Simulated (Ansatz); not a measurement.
# CH5OSi: the cost of one run

Method: RKS B3LYP-D4/6-31G, in Ansatz 0.2.0.

1 further run of the same task is left out (it didn't finish).

**1. Starting point**

Bond lengths: O1–C2 1.245 Å, C2–Si3 1.952 Å, O1–H4 0.986 Å, C2–H5 1.095 Å, Si3–H6 1.458 Å, Si3–H7 1.459 Å, Si3–H8 1.464 Å. Angles: O1–C2–Si3 127.2°, O1–C2–H5 112.1°, Si3–C2–H5 120.6°, C2–O1–H4 117.7°, C2–Si3–H6 100.5°, C2–Si3–H7 100.1°, C2–Si3–H8 102.4°, H6–Si3–H7 116.8°, H6–Si3–H8 116.4°, H7–Si3–H8 116.1°.

Structure file:

```xyz
8

O    -1.2177    0.2012   -1.2992
C    -0.2023    0.5664   -0.6788
Si    0.6258   -0.3144    0.8533
H    -1.6697   -0.6206   -0.9963
H     0.2238    1.4876   -1.0904
H     0.5542    0.7526    1.8445
H     1.9419   -0.6103    0.2979
H    -0.2560   -1.4625    1.0690
```

**2. End point A**

input.yaml

```yaml
crystal:
  periodic: [false, false, false]
  atoms:
    - { symbol: O, position_ang: [-1.21773, 0.20119, -1.2992] }
    - { symbol: C, position_ang: [-0.20231, 0.56643, -0.6788] }
    - { symbol: Si, position_ang: [0.62578, -0.31441, 0.85334] }
    - { symbol: H, position_ang: [-1.66969, -0.62061, -0.99633] }
    - { symbol: H, position_ang: [0.22382, 1.4876, -1.09043] }
    - { symbol: H, position_ang: [0.55422, 0.75257, 1.84449] }
    - { symbol: H, position_ang: [1.94193, -0.61026, 0.2979] }
    - { symbol: H, position_ang: [-0.25603, -1.46251, 1.06902] }
total_charge: 1
basis:
  gaussian: { orbitals: "6-31G" }
hamiltonian:
  xc: b3lyp
  dispersion: d4
relax:
  f_tol: 0.015
  max_steps: 40
```

Run with:

```sh
$ ansatz run input.yaml --threads 1 --pin off --max-ram 2048MiB --backend cpu --events-out ev --progress --plain --runs-dir out
```

Q: Estimate wall time and peak memory on 1 thread of Arm Neoverse V2, shared host.

About 9.2 s, with a peak of 0.12 GiB.
